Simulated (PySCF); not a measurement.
# Changing the system itself: BF

One physical setting of the base script is moved in each run, with the edits that it forces.

Method: each script names its method and basis; program: PySCF 2.14.0.

1 further run of the same task is left out (it didn't finish).

### 1 The system as given

BF: 2 atoms, charge 0, spin multiplicity 1.

Bond lengths: B1–F2 1.223 Å.

### 2 Base script

Input file input.py:

```python
from pyscf import gto, scf, cc

mol = gto.M(
    atom='B 0 0 0; F 0 0 1.223',
    basis='6-31g*',
    charge=0,
    spin=0,
    verbose=4,
)
mf = scf.RHF(mol)
mf.kernel()
mycc = cc.CCSD(mf, frozen=2)
mycc.kernel()
mycc.ccsd_t()
mf.dip_moment()
print('orbital energies (hartree):', mf.mo_energy[..., max(0, mol.nelec[1]-3):mol.nelec[0]+3].round(4))
```

On the command line:

```console
OMP_NUM_THREADS=1 python input.py
```

The log of this run is left out.

Base result: E(SCF) = -124.099618 Eh, 8 cycles, E(CCSD) − E(SCF) = -0.24285 Eh, (T) = -0.00564 Eh, μ = 1.08 D (of the SCF density).

The bond length is a typed value, not an optimised one.

### 3 Triplet (UHF)

Edit 1 changes spin (2S): 0 → 2; SCF type: RHF → UHF.

Input file input.py:

```python
from pyscf import gto, scf, cc

mol = gto.M(
    atom='B 0 0 0; F 0 0 1.223',
    basis='6-31g*',
    charge=0,
    spin=2,
    verbose=4,
)
mf = scf.UHF(mol)
mf.kernel()
mycc = cc.CCSD(mf, frozen=2)
mycc.kernel()
mycc.ccsd_t()
mf.dip_moment()
print('orbital energies (hartree):', [e[max(0, n-3):n+3].round(4) for e, n in zip(mf.mo_energy, mol.nelec)])
```

On the command line:

```console
OMP_NUM_THREADS=1 python input.py
```

### 4 Bond 1.26 Å

Edit 2 changes bond length: 1.223 Å → 1.26 Å.

input.py: that of step 2 with these lines changed.

```diff
@@ -3,3 +3,3 @@
 mol = gto.M(
-    atom='B 0 0 0; F 0 0 1.223',
+    atom='B 0 0 0; F 0 0 1.26',
     basis='6-31g*',
```

### 5 Lengths in bohr

Edit 3 changes length unit: angstrom → bohr; bond length: 1.223 Å → 1.223 bohr.

input.py: that of step 2 with these lines changed.

```diff
@@ -7,2 +7,3 @@
     spin=0,
+    unit='bohr',
     verbose=4,
```

### 6 Charge +1 (doublet, UHF)

Edit 4 changes charge: 0 → 1; spin (2S): 0 → 1; SCF type: RHF → UHF.

Input file input.py:

```python
from pyscf import gto, scf, cc

mol = gto.M(
    atom='B 0 0 0; F 0 0 1.223',
    basis='6-31g*',
    charge=1,
    spin=1,
    verbose=4,
)
mf = scf.UHF(mol)
mf.kernel()
mycc = cc.CCSD(mf, frozen=2)
mycc.kernel()
mycc.ccsd_t()
mf.dip_moment()
print('orbital energies (hartree):', [e[max(0, n-3):n+3].round(4) for e, n in zip(mf.mo_energy, mol.nelec)])
```

### 7 Bond 1.37 Å

Edit 5 changes bond length: 1.223 Å → 1.37 Å.

input.py: that of step 2 with these lines changed.

```diff
@@ -3,3 +3,3 @@
 mol = gto.M(
-    atom='B 0 0 0; F 0 0 1.223',
+    atom='B 0 0 0; F 0 0 1.37',
     basis='6-31g*',
```

### 8 Bond 1.835 Å

Edit 6 changes bond length: 1.223 Å → 1.835 Å.

input.py: that of step 2 with these lines changed.

```diff
@@ -3,3 +3,3 @@
 mol = gto.M(
-    atom='B 0 0 0; F 0 0 1.223',
+    atom='B 0 0 0; F 0 0 1.835',
     basis='6-31g*',
```

What does the calculation give? Wanted: for each run, E(SCF); from base; gap, α spin; SCF dipole; after the SCF.

As calculated:

```tsv
run	E(SCF) (hartree)	from base (eV)	cycles	gap, α spin (eV)	SCF dipole (D)	after the SCF
base	-124.099618	0	8	14.36	1.08	CCSD(T) correlation -6.762 eV, core frozen
triplet (UHF)	-123.997881	+2.7684	10	10.28	0.68	CCSD(T) correlation -5.711 eV, core frozen
bond 1.26 Å	-124.101232	-0.0439	8	14.29	0.89	CCSD(T) correlation -6.815 eV, core frozen
lengths in bohr (poor choice)	-121.898341	not comparable	8	16.13	3.16	CCSD(T) correlation -5.414 eV, core frozen
charge +1 (doublet, UHF)	-123.746282	+9.6148	10	17.81	n/a	CCSD(T) correlation -5.820 eV, core frozen
bond 1.37 Å	-124.091809	+0.2125	8	14.12	0.26	CCSD(T) correlation -6.952 eV, core frozen
bond 1.835 Å	-123.984802	+3.1243	9	13.52	2.77	CCSD(T) correlation -7.283 eV, core frozen
```

What this shows: The largest comparable shift of the SCF energy, +3.124 eV, comes with the run “bond 1.835 Å”. The triplet solution found lies 2.77 eV above the base singlet at this geometry and level. At the SCF level, going to the doublet with one electron fewer costs 9.61 eV at fixed geometry, against 10.53 eV for the negative of the highest filled level. Rows marked «poor choice» come from settings spoiled on purpose.
